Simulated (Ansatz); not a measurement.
`C=C/C(F)=C\F` + H₂ → `C=C/C=C\F` + H–F  (hydrogenolysis of a C–F bond)

Gas-phase electronic energies from Ansatz, PBE0-D4/def2-TZVP geometries. CBS: MP2 limit from def2 TZ/QZ plus the TZ coupled-cluster correction, frozen cores. This one scheme is used for every species. Double bonds are as drawn, so ΔE can hold a change between cis and trans. Functionals use def2-TZVPP. B3LYP here is the variant with VWN-RPA as its local correlation; programs differ in this. Each species was taken in one conformer, which may not be the lowest.

`C=C/C(F)=C\F`:

Z-matrix (Å, degrees):
```
C
C 1 1.331
H 1 1.082 2 120.9
H 1 1.083 2 121.5 3 180.0
C 2 1.441 1 123.8 3 180.0
H 2 1.084 1 121.1 3 0.0
C 5 1.331 2 126.7 1 -180.0
F 5 1.342 2 116.5 1 0.0
F 7 1.334 5 120.9 2 0.0
H 7 1.082 5 124.4 2 -180.0
```

H₂:

Cartesian coordinates in Å:
```
H -0.065 -0.141 0.339
H 0.065 0.141 -0.339
```

`C=C/C=C\F`:

Z-matrix (Å, degrees):
```
C
C 1 1.332
H 1 1.083 2 121.4
H 1 1.085 2 121.5 3 -180.0
C 2 1.446 1 123.7 3 -180.0
H 2 1.086 1 119.6 3 -0.0
C 5 1.328 2 125.1 1 180.0
H 5 1.085 2 118.6 1 -0.0
F 7 1.337 5 122.3 2 0.0
H 7 1.083 5 125.4 2 180.0
```

H–F:

```xyz
2

F    -0.332   -0.261    0.183
H     0.332    0.261   -0.183
```

Q: Is it downhill or uphill in electronic energy at CCSD(T)/CBS, and by how much? (Best estimate.)

A: The calculation gave: Downhill: ΔE = -1.20 eV.

Q: What do these levels give: PBE-D4, PBE0-D4, ωB97X-V, ωB97M-V, r2SCAN, B3LYP, HF/def2-TZVPP, CCSD/def2-TZVPP, MP2/def2-QZVPP, SCS-MP2/def2-QZVPP, HF/CBS(def2), CCSD/CBS(def2)? (Estimate.)

A: Computed: PBE-D4 -0.99, PBE0-D4 -1.08, ωB97X-V -1.02, ωB97M-V -1.05, r2SCAN -0.99, B3LYP -1.06, HF/def2-TZVPP -1.19, CCSD/def2-TZVPP -1.18, MP2/def2-QZVPP -1.26, SCS-MP2/def2-QZVPP -1.22, HF/CBS(def2) -1.19, CCSD/CBS(def2) -1.23 eV.

Largest T1 diagnostic among the species: 0.012.

From PBE to PBE0 (25 % exact exchange), in def2-TZVPP and without D4, ΔE moves by −0.09 eV.
